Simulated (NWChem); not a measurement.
## Predicting a hybrid from its neighbours: SO2F2 (sulfuryl fluoride)

SO2F2: 5 atoms, total charge 0, spin state singlet. As SMILES, `O=S(=O)(F)F`. Geometry: relaxed at PBE0-D4/def2-TZVP.

The dipole moment y, in D, basis 6-311+G(d,p); a is the functional's share of exact exchange. Programs: NWChem 7.3.0.

```
functional  program     a  y (D)
    revPBE   NWChem     0   0.92
       PBE   NWChem     0   0.91
     B3LYP   NWChem   0.2   0.94
      PBE0   NWChem  0.25      ?
     BHLYP   NWChem   0.5   0.98
```

Question: Fit y = c + s·a to the known rows and predict PBE0.

Answer: 
1. Means of the 4 rows: a = 0.1750, y = 0.938.
2. Σ(Δa)² = 0.1675, Σ(Δa·Δy) = 0.02175, so the slope is 0.02175/0.1675 = 0.12985.
3. Intercept: 0.938 − (0.12985) × 0.1750 = 0.915. The largest residual of the fit is 0.005.
4. PBE0: 0.915 + (0.12985) × 0.25 = 0.95 D.

The run gave 0.94 D, so the prediction is off by +0.01 D, at the rounding of the table. More exact exchange makes the molecule more polar here. The measured value is 1.12 D (NIST CCCBDB).
